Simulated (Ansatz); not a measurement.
```yaml
crystal:
  periodic: [false, false, false]
  atoms:
    - {symbol: N, position_ang: [0.557087, 2.622646, -1.080495]}
    - {symbol: C, position_ang: [0.607879, 1.157004, -0.675276]}
    - {symbol: C, position_ang: [0.736631, -0.372220, -0.116436]}
    - {symbol: C, position_ang: [-0.580967, -1.202226, 0.916538]}
    - {symbol: F, position_ang: [-2.008630, -0.242814, 0.977722]}
    - {symbol: H, position_ang: [0.016064, 2.873193, -2.205222]}
    - {symbol: H, position_ang: [1.848794, -1.080340, -0.430147]}
    - {symbol: H, position_ang: [-0.911504, -2.421220, 0.386778]}
    - {symbol: H, position_ang: [-0.154854, -1.392024, 2.205162]}
basis:
  gaussian: {orbitals: 6-31G}
hamiltonian: {xc: {name: r2SCAN50}, dispersion: d3bjatm}
accuracy: high
output: {forces: true}
```

```sh
$ ansatz run in.yaml --threads 2 --pin off --events-out ev --progress --plain --max-ram 4352MiB
```

Shortened log:

```
Functional definition: r2SCAN50
1325 factors; integrals over basis functions are off by at most 3.8e-9 eV
mean field evaluation 1: about -7357.9741 eV, gradient 4.2e1 eV
mean field evaluation 2: about -7347.4575 eV, gradient 8.2e1 eV
mean field evaluation 4: about -7362.1312 eV, gradient 5.0e0 eV
mean field evaluation 8: about -7362.1930 eV, gradient 1.7e-1 eV
mean field evaluation 16: about -7362.1931 eV, gradient 1.2e-4 eV
mean field -7362.19309005 eV, -270.5556057855 hartree, gradient 3.2e-8 eV, S^2 0.000000; 0 other end points of the search recorded, 0 dependent functions left out
reference -7362.19309035 eV, -270.5556057968 hartree; 19, 19 occupied and 34, 34 virtual orbitals, 1325 factors
Total energy: -7362.24210124 eV, -270.5574069135 hartree
Atom 0 at     0.557087     2.622646    -1.080495 Å, force    -1.162821    -8.223978    -0.607518 eV/Å
Atom 1 at     0.607879     1.157004    -0.675276 Å, force    -0.199564     0.745451    -0.160356 eV/Å
Atom 2 at     0.736631    -0.372220    -0.116436 Å, force    -0.304593     4.098489    -1.689081 eV/Å
Atom 3 at    -0.580967    -1.202226     0.916538 Å, force    -0.040778    -0.201653     0.284971 eV/Å
Atom 4 at    -2.008630    -0.242814     0.977722 Å, force     4.617930    -2.997544    -0.279926 eV/Å
Atom 5 at     0.016064     2.873193    -2.205222 Å, force     1.936623    -1.889177     4.238598 eV/Å
Atom 6 at     1.848794    -1.080340    -0.430147 Å, force    -4.195695     2.770098     1.183134 eV/Å
Atom 7 at    -0.911504    -2.421220     0.386778 Å, force     1.017946     4.653606     1.692077 eV/Å
Atom 8 at    -0.154854    -1.392024     2.205162 Å, force    -1.669049     1.044708    -4.661899 eV/Å
Dipole moment:     0.386690    -0.736026    -0.243533 e Å
```

Hardware: 2 threads of an Arm Neoverse V2 on a shared host. Wall time 4.2 s, peak host memory 0.42 GiB.
